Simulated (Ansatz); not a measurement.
Input (CCSDT(Q)/aug-cc-pVDZ; Ansatz, a first-principles code):

Ansatz 0.2 input:
```yaml
crystal:
  periodic: [false, false, false]
  atoms:
    - {symbol: H, position_ang: [-1.52086387, 1.38882933, 0.00000000]}
    - {symbol: C, position_ang: [0.10863313, 0.54932933, 0.00000000]}
    - {symbol: O, position_ang: [0.10863313, -0.58560067, 0.00000000]}
basis:
  gaussian:
    orbitals: aug-cc-pVDZ
magnetization: {spin_polarized: true, initial_magnetization: 1}
correlation: {method: ccsdt_q, electrons: outside_noble_gas}
```

Output:

```
Functional definition: HF
integrals: 0.05 GiB planned
898 factors; integrals over basis functions are off by at most 1.8e-7 eV
mean field: 0.12 GiB planned
mean field evaluation 1: about -3079.0586 eV, gradient 2.0e1 eV
mean field evaluation 2: about -3079.0608 eV, gradient 2.0e1 eV
mean field evaluation 4: about -3081.1953 eV, gradient 3.0e0 eV
mean field evaluation 8: about -3081.4048 eV, gradient 1.6e-1 eV
mean field evaluation 16: about -3081.3698 eV, gradient 1.1e0 eV
mean field -3081.40582011 eV, -113.2395752372 hartree, gradient 2.5e-6 eV, S^2 0.783267; 0 other end points of the search recorded, 0 dependent functions left out
2 core orbitals not correlated
reference -3081.40582011 eV, -113.2395752372 hartree; 6, 5 occupied and 47, 48 virtual orbitals, 898 factors
second order -8.26990561 eV of doubles, -0.00000000 eV of singles
coupled cluster: 0.69 GiB planned
cycle   1  -8.09827851 eV  change    1.7e-1 eV  update   1.1e-1
cycle   2  -8.57519952 eV  change   -4.8e-1 eV  update   6.5e-2
cycle   3  -8.92083938 eV  change   -3.5e-1 eV  update   2.6e-2
cycle   4  -8.90561336 eV  change    1.5e-2 eV  update   1.0e-2
cycle   5  -8.89492294 eV  change    1.1e-2 eV  update   6.2e-3
cycle   6  -8.90317058 eV  change   -8.2e-3 eV  update   3.2e-3
cycle   7  -8.90909742 eV  change   -5.9e-3 eV  update   2.1e-3
cycle   8  -8.90739890 eV  change    1.7e-3 eV  update   1.0e-3
cycle   9  -8.90714975 eV  change    2.5e-4 eV  update   5.9e-4
cycle  10  -8.90759096 eV  change   -4.4e-4 eV  update   2.4e-4
cycle  11  -8.90760961 eV  change   -1.9e-5 eV  update   1.2e-4
cycle  12  -8.90773179 eV  change   -1.2e-4 eV  update   5.6e-5
cycle  13  -8.90775815 eV  change   -2.6e-5 eV  update   2.5e-5
cycle  14  -8.90776532 eV  change   -7.2e-6 eV  update   1.2e-5
cycle  15  -8.90776013 eV  change    5.2e-6 eV  update   5.9e-6
cycle  16  -8.90776543 eV  change   -5.3e-6 eV  update   3.6e-6
cycle  17  -8.90776676 eV  change   -1.3e-6 eV  update   1.8e-6
cycle  18  -8.90776756 eV  change   -8.1e-7 eV  update   1.1e-6
cycle  19  -8.90776839 eV  change   -8.3e-7 eV  update   7.1e-7
cycle  20  -8.90776909 eV  change   -7.0e-7 eV  update   4.7e-7
coupled cluster: 0.69 GiB planned
perturbative correction -0.03383618 eV, -0.0012434567 hartree
Total energy: -3090.34742538 eV, -113.5681731700 hartree
```

The determinant is spin-contaminated: <S^2> is 0.78, 0.03 over the pure value.
